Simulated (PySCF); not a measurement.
MgS: mean field, correlation and small terms against distance

State: ¹Σ⁺, singlet, closed shell. RHF-based CCSD(T) in PySCF 2.14 with Mg cc-pCVDZ, S aug-cc-pV(D+d)Z and Mg cc-pCVTZ, S aug-cc-pV(T+d)Z (frozen core orbitals: 6; no relativity). Correlation energies are extrapolated as n⁻³ (n = 2, 3), Hartree–Fock as (n+1)·exp(−9√n). CV is the change on freezing 2 orbitals instead, in Mg cc-pCVTZ, S cc-pwCVTZ. SR is the spin-free X2C energy in Mg cc-pCVTZ-DK, S cc-pVTZ-DK less the non-relativistic one in Mg cc-pCVTZ, S cc-pVTZ. All energies in eV from Mg + S.

```json
{"R (Å)": "1.8891", "HF/CBS": "0.315", "CCSD corr.": "-1.513", "(T)": "-0.2787", "CV": "-0.0211", "SR": "0.0088", "total": "-1.489"}
{"R (Å)": "1.9749", "HF/CBS": "-0.109", "CCSD corr.": "-1.513", "(T)": "-0.2899", "CV": "-0.0165", "SR": "0.0124", "total": "-1.916"}
{"R (Å)": "2.0608", "HF/CBS": "-0.311", "CCSD corr.": "-1.519", "(T)": "-0.3010", "CV": "-0.0129", "SR": "0.0149", "total": "-2.129"}
{"R (Å)": "2.1467", "HF/CBS": "-0.355", "CCSD corr.": "-1.530", "(T)": "-0.3106", "CV": "-0.0099", "SR": "0.0165", "total": "-2.190"}
{"R (Å)": "2.2325", "HF/CBS": "-0.292", "CCSD corr.": "-1.544", "(T)": "-0.3175", "CV": "-0.0076", "SR": "0.0174", "total": "-2.143"}
{"R (Å)": "2.3399", "HF/CBS": "-0.117", "CCSD corr.": "-1.561", "(T)": "-0.3216", "CV": "-0.0053", "SR": "0.0180", "total": "-1.987"}
{"R (Å)": "2.4472", "HF/CBS": "0.112", "CCSD corr.": "-1.571", "(T)": "-0.3217", "CV": "-0.0034", "SR": "0.0180", "total": "-1.766"}
```

A fit to the total gives Re = 2.1470 Å, De = 2.190 eV, ωe = 533.4 cm⁻¹, Be = 0.2669 cm⁻¹ (masses 23.9850 and 31.9721 u).

Q: At R = 2.1467 Å the CCSD correlation energy is -0.358532 hartree in the smaller basis and -0.496886 in the larger. Extrapolate it.

A: (3³·E3 − 2³·E2)/(3³ − 2³) = -0.55514 hartree; the larger basis holds 89.5 % of it.

The T1 diagnostic is 0.024, large enough to doubt a single reference. The open-shell atoms are computed with UHF. Spin–orbit coupling, excitations beyond (T) and corrections to the Born–Oppenheimer picture are left out.
